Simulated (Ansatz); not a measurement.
# The cluster ZrSe2+: geometry, orbitals and charge

Aim: characterise the cluster ZrSe2+ as a doublet: its structure, frontier levels and distribution of charge and spin.

Method: UKS PBE0-D4/def2-TZVP; program: Ansatz 0.2.0, Gaussian basis.

The runs, in order: relaxation at PBE0-D4/def2-TZVP; a search for the lowest solution at PBE0-D4/def2-SVP; a single point at PBE0-D4/def2-TZVP; harmonic vibrations at PBE0-D4/def2-TZVP.

### 1 The starting structure

3 atoms, charge 1, spin multiplicity 2.

Atoms are counted from 1 here; the program's logs count them from 0.

Bond lengths: Zr1–Se2 2.453 Å, Zr1–Se3 2.455 Å, Se2–Se3 2.440 Å. Angles: Se2–Zr1–Se3 59.6°, Zr1–Se2–Se3 60.2°, Zr1–Se3–Se2 60.2°.

Coordinates:

| atom | x (Å) | y (Å) | z (Å) |
| --- | --- | --- | --- |
| Zr1 | 0.93242 | -0.75363 | 0.76015 |
| Se2 | -0.54829 | 1.18873 | 0.52704 |
| Se3 | -0.38413 | -0.43509 | -1.28719 |

Zr takes a core potential in the def2 sets. No spin-orbit coupling is included. The ion is computed in the gas phase, without counter-ions or solvent.

The start is a GFN1-xTB geometry.

### 2 Relaxation at PBE0-D4/def2-TZVP

Contents of in.yaml:

```yaml
crystal:
  periodic: [false, false, false]
  atoms:
    - {symbol: Zr, position_ang: [0.932420, -0.753630, 0.760150]}
    - {symbol: Se, position_ang: [-0.548290, 1.188730, 0.527040]}
    - {symbol: Se, position_ang: [-0.384130, -0.435090, -1.287190]}
basis:
  gaussian: {orbitals: def2-TZVP}
total_charge: 1
magnetization: {spin_polarized: true, initial_magnetization: 1}
hamiltonian: {xc: pbe0, dispersion: d4}
scf: {lower_state_search: "off"}
output: {orbitals: {seedname: orbitals}}
relax: {f_tol: 0.02, max_steps: 100}
```

Run with:

```sh
ansatz run in.yaml --threads 4 --pin off --events-out ev --progress --plain --max-ram 3916MiB
```

Standard output (excerpt; [...] marks lines left out):

```text
Functional definition: PBE0
  name "PBE0"
  cite "Adamo & Barone, J. Chem. Phys. 110, 6158 (1999) doi:10.1063/1.478522"
  cite "Perdew, Burke & Ernzerhof, Phys. Rev. Lett. 77, 3865 (1996) doi:10.1103/PhysRevLett.77.3865"
  parent pbe
[...]
1066 factors; integrals over basis functions are off by at most 2.2e-4 eV
[...]
mean field -131957.84096382 eV, -4849.3612111831 hartree, gradient 4.4e-6 eV, S^2 0.780676; 0 other end points of the search recorded, 0 dependent functions left out
[...]
reference -131957.84099366 eV, -4849.3612122800 hartree; 40, 39 occupied and 96, 97 virtual orbitals, 1066 factors
relax step   1: F+E_penalty+E_count = -131957.94593044 eV  Δ(F+E_penalty+E_count) = +0.000e0 eV  max|allowed force component| = 6.546e-1 eV/Å  Δτ_max = 0.0000 Å  (29 SCF iters, accepted)
[...]
relax step   3: F+E_penalty+E_count = -131957.96918579 eV  Δ(F+E_penalty+E_count) = -6.896e-3 eV  max|allowed force component| = 2.194e-2 eV/Å  Δτ_max = 0.0135 Å  (38 SCF iters, accepted)
[...]
relax step   4: F+E_penalty+E_count = -131957.96921335 eV  Δ(F+E_penalty+E_count) = -2.757e-5 eV  max|allowed force component| = 2.751e-4 eV/Å  Δτ_max = 0.0011 Å  (25 SCF iters, accepted)
Total energy: -131957.96924335 eV, -4849.3659253689 hartree
Atom 0 at     0.929577    -0.751613     0.757465 Å, force     0.000110    -0.000060     0.000128 eV/Å
Atom 1 at    -0.545083     1.167729     0.505604 Å, force    -0.000006    -0.000202    -0.000275 eV/Å
Atom 2 at    -0.384494    -0.416106    -1.263069 Å, force    -0.000104     0.000262     0.000147 eV/Å
Dipole moment:     1.021417    -0.825874     0.832301 e Å
Checks for a lower state left out: stability, starts, cluster_reference, orbital_swaps, neighbouring_geometries, increment
```

Wall time 7.5 s (4 threads of Intel Xeon Platinum 8559C, shared host).

The steps of the relaxation:

| step | energy from step 1 (eV) | largest force component (eV/Å) |
| --- | --- | --- |
| 1 | 0.0000 | 0.6546 |
| 2 | -0.0164 | 0.3693 |
| 3 | -0.0233 | 0.0219 |
| 4 | -0.0233 | 0.0003 |

Distances of close pairs at the start and the end, largest changes first:

| bond | before (Å) | after (Å) | change (Å) |
| --- | --- | --- | --- |
| Se2–Se3 | 2.440 | 2.380 | -0.061 |
| Zr1–Se3 | 2.455 | 2.433 | -0.021 |
| Zr1–Se2 | 2.453 | 2.434 | -0.020 |

Bonds by kind at the end (by distance):

| bond | count | shortest (Å) | longest (Å) |
| --- | --- | --- | --- |
| Se–Zr | 2 | 2.433 | 2.434 |
| Se–Se | 1 | 2.380 | 2.380 |

### 3 Searching for the lowest solution, PBE0-D4/def2-SVP

start.molden holds the orbitals of an earlier run on this state, given as this run's starting guess.

Contents of in.yaml:

```yaml
crystal:
  periodic: [false, false, false]
  atoms:
    - {symbol: Zr, position_ang: [0.929577, -0.751613, 0.757465]}
    - {symbol: Se, position_ang: [-0.545083, 1.167729, 0.505604]}
    - {symbol: Se, position_ang: [-0.384494, -0.416106, -1.263069]}
basis:
  gaussian: {orbitals: def2-SVP, initial_orbitals: start.molden}
total_charge: 1
magnetization: {spin_polarized: true, initial_magnetization: 1}
hamiltonian: {xc: pbe0, dispersion: d4}
output: {orbitals: {seedname: orbitals}}
```

Launched as before.

Standard output (excerpt; [...] marks lines left out):

```text
Functional definition: PBE0
  name "PBE0"
  cite "Adamo & Barone, J. Chem. Phys. 110, 6158 (1999) doi:10.1063/1.478522"
  cite "Perdew, Burke & Ernzerhof, Phys. Rev. Lett. 77, 3865 (1996) doi:10.1103/PhysRevLett.77.3865"
  parent pbe
[...]
944 factors; integrals over basis functions are off by at most 8.0e-4 eV
[...]
mean field -131941.45613512 eV, -4848.7590798348 hartree, gradient 1.6e-5 eV, S^2 0.782047; 7 other end points of the search recorded, 0 dependent functions left out
reference -131941.45617012 eV, -4848.7590811209 hartree; 40, 39 occupied and 55, 56 virtual orbitals, 944 factors
Total energy: -131941.56126226 eV, -4848.7629431856 hartree
```

Wall time 3.7 s (4 threads of Intel Xeon Platinum 8559C, shared host).

HOMO -10.73 eV, LUMO -7.83 eV (over both spins); ⟨S²⟩ 0.782 (pure: 0.75).

### 4 Single point, PBE0-D4/def2-TZVP

Changes to in.yaml since step 3:

```diff
@@ -7,3 +7,3 @@
 basis:
-  gaussian: {orbitals: def2-SVP, initial_orbitals: start.molden}
+  gaussian: {orbitals: def2-TZVP, initial_orbitals: start.molden}
 total_charge: 1
@@ -11,2 +11,3 @@
 hamiltonian: {xc: pbe0, dispersion: d4}
-output: {orbitals: {seedname: orbitals}}
+scf: {omitted_lower_state_checks: [starts]}
+output: {forces: true, orbitals: {seedname: orbitals}}
```

Same command.

Standard output (excerpt; [...] marks lines left out):

```text
Functional definition: PBE0
  name "PBE0"
  cite "Adamo & Barone, J. Chem. Phys. 110, 6158 (1999) doi:10.1063/1.478522"
  cite "Perdew, Burke & Ernzerhof, Phys. Rev. Lett. 77, 3865 (1996) doi:10.1103/PhysRevLett.77.3865"
  parent pbe
[...]
1025 factors; integrals over basis functions are off by at most 5.9e-4 eV
[...]
mean field -131957.86412021 eV, -4849.3620621651 hartree, gradient 1.4e-5 eV, S^2 0.782270; 0 other end points of the search recorded, 0 dependent functions left out
[...]
reference -131957.86415021 eV, -4849.3620632674 hartree; 40, 39 occupied and 96, 97 virtual orbitals, 1025 factors
Total energy: -131957.96924235 eV, -4849.3659253321 hartree
Atom 0 at     0.929577    -0.751613     0.757465 Å, force     0.000117    -0.000095     0.000096 eV/Å
Atom 1 at    -0.545083     1.167729     0.505604 Å, force    -0.000037    -0.000166    -0.000286 eV/Å
Atom 2 at    -0.384494    -0.416106    -1.263069 Å, force    -0.000080     0.000261     0.000190 eV/Å
Dipole moment:     1.021418    -0.825874     0.832303 e Å
Checks for a lower state left out: starts
```

It took 2.7 s on 4 threads of Intel Xeon Platinum 8559C, shared host.

Report: HOMO -10.67 eV, LUMO -7.76 eV (over both spins); ⟨S²⟩ 0.782 (pure: 0.75).

Mulliken charges, from this run's orbitals:

| atom | value (e) |
| --- | --- |
| Zr1 | 1.09 |
| Se2 | -0.05 |
| Se3 | -0.05 |

Mulliken spin populations:

| atom | value (e) |
| --- | --- |
| Zr1 | 1.24 |
| Se2 | -0.12 |
| Se3 | -0.12 |

Largest Mayer bond orders: Zr1–Se2 1.45; Zr1–Se3 1.45; Se2–Se3 1.01.

The fields below are evaluated on a grid from the run's orbitals.

Frontier orbitals at PBE0-D4/def2-TZVP (alpha spin), with the share of their density that lies nearest to each atom:

| orbital | energy (eV) | lies on |
| --- | --- | --- |
| HOMO | -10.67 | Zr1 95 % |
| LUMO | -7.76 | Zr1 83 %; Se2, Se3 about 9 % each |

ELF in a plane through or near 3 of the atoms.

Values, 10 rows by 14 columns:
```
0.00 0.00 0.00 0.00 0.00 0.00 0.00 0.00 0.00 0.00 0.00 0.00 0.00 0.00
0.00 0.00 0.00 0.00 0.00 0.01 0.03 0.09 0.17 0.20 0.09 0.01 0.00 0.00
0.00 0.00 0.00 0.00 0.01 0.22 0.49 0.59 0.65 0.82 0.76 0.32 0.01 0.00
0.00 0.00 0.02 0.03 0.01 0.17 0.77 0.26 0.61 0.43 0.86 0.54 0.04 0.00
0.00 0.01 0.12 0.72 0.87 0.82 0.40 0.32 0.21 0.54 0.59 0.20 0.02 0.00
0.00 0.01 0.11 0.75 0.38 0.57 0.38 0.55 0.63 0.58 0.29 0.06 0.01 0.00
0.00 0.01 0.08 0.34 0.37 0.23 0.66 0.33 0.45 0.34 0.80 0.44 0.03 0.00
0.00 0.00 0.01 0.00 0.01 0.25 0.73 0.30 0.26 0.70 0.85 0.51 0.03 0.00
0.00 0.00 0.00 0.00 0.01 0.07 0.18 0.35 0.53 0.61 0.45 0.08 0.00 0.00
0.00 0.00 0.00 0.00 0.00 0.00 0.01 0.02 0.04 0.05 0.02 0.00 0.00 0.00
```
The map spans 8.0 Å across and 7.6 Å up, centred on the molecule. Atoms in the plane (x, y in Å): Zr1 (-1.4, 0.0), Se2 (0.7, -1.2), Se3 (0.7, 1.2).

On the surface of density 0.002 e/bohr³ the electrostatic potential runs, from the 1st to the 99th percentile, from 3.64 V near Se3 to 11.13 V near Zr1.

The spin density lies nearest to Zr1 82 %; Se2, Se3 about 9 % each (beta excess).

### 5 Harmonic vibrations

Changes to in.yaml since step 4:

```diff
@@ -7,3 +7,3 @@
 basis:
-  gaussian: {orbitals: def2-TZVP, initial_orbitals: start.molden}
+  gaussian: {orbitals: def2-TZVP}
 total_charge: 1
@@ -12,2 +12,2 @@
 scf: {omitted_lower_state_checks: [starts]}
-output: {forces: true, orbitals: {seedname: orbitals}}
+phonons: {temperatures: {t_min: 298.15, t_max: 900, t_step: 200}}
```

The command is unchanged.

Standard output (excerpt; [...] marks lines left out):

```text
Functional definition: PBE0
  name "PBE0"
  cite "Adamo & Barone, J. Chem. Phys. 110, 6158 (1999) doi:10.1063/1.478522"
  cite "Perdew, Burke & Ernzerhof, Phys. Rev. Lett. 77, 3865 (1996) doi:10.1103/PhysRevLett.77.3865"
  parent pbe
[...]
1067 factors; integrals over basis functions are off by at most 1.8e-4 eV
[...]
mean field -131957.86412087 eV, -4849.3620621892 hartree, gradient 7.1e-6 eV, S^2 0.782270; 0 other end points of the search recorded, 0 dependent functions left out
[...]
reference -131957.86415087 eV, -4849.3620632915 hartree; 40, 39 occupied and 96, 97 virtual orbitals, 1067 factors
[...]
1067 factors; integrals over basis functions are off by at most 1.8e-4 eV
mean field -131957.86409211 eV, -4849.3620611321 hartree, gradient 2.2e-6 eV, S^2 0.782556; 0 other end points of the search recorded, 0 dependent functions left out
[...]
reference -131957.86414166 eV, -4849.3620629533 hartree; 40, 39 occupied and 96, 97 virtual orbitals, 1067 factors
[...]
1067 factors; integrals over basis functions are off by at most 1.8e-4 eV
mean field -131957.86410870 eV, -4849.3620617420 hartree, gradient 2.2e-6 eV, S^2 0.782445; 0 other end points of the search recorded, 0 dependent functions left out
[...]
reference -131957.86413870 eV, -4849.3620628443 hartree; 40, 39 occupied and 96, 97 virtual orbitals, 1067 factors
Total energy: -131957.96924300 eV, -4849.3659253563 hartree
Atom 0 at     0.929577    -0.751613     0.757465 Å, force     0.000113    -0.000091     0.000092 eV/Å
Atom 1 at    -0.545083     1.167729     0.505604 Å, force    -0.000035    -0.000167    -0.000284 eV/Å
Atom 2 at    -0.384494    -0.416106    -1.263069 Å, force    -0.000078     0.000259     0.000192 eV/Å
Dipole moment:     1.021417    -0.825873     0.832302 e Å
Vibrations: 236.61 264.72 363.23 cm⁻¹, zero-point energy 0.053595 eV
Checks for a lower state left out: starts
```

Run time: 12 s. Hardware: 4 threads of Intel Xeon Platinum 8559C, shared host.

Motions are named by where the mode's potential energy lies. The modes, unscaled (a negative number is an imaginary wavenumber):

| mode | cm⁻¹ | motion |
| --- | --- | --- |
| 1 | 237 | Se–Se stretch with bend |
| 2 | 265 | Zr–Se stretch with bend |
| 3 | 363 | Zr–Se stretch |

### 6 Outcome

```
                                         quantity               value
                                      point group                 C2v
                     near neighbours of the metal  Se 2.43, Se 2.43 Å
HOMO, LUMO at PBE0-D4/def2-TZVP (over both spins)    -10.67, -7.76 eV
                                             ⟨S²⟩               0.782
charge on the metal (Mulliken, PBE0-D4/def2-TZVP)             +1.09 e
                     spin on the metal (Mulliken)                1.24
                       lowest, highest wavenumber       237, 363 cm⁻¹
```

**Reading.** The molecule keeps its bonding pattern by the stored test; the atoms moved 0.02 Å (rms). Of 1 unpaired electron, 1.24 sit on the metal by Mulliken's count, more than all: the ligands carry opposite spin. All wavenumbers are real: a minimum at this level. The alpha HOMO lies nearest to Zr1 95 % and the alpha LUMO to Zr1 83 %; Se2, Se3 about 9 % each. Whether this spin is the lowest isn't tested here.
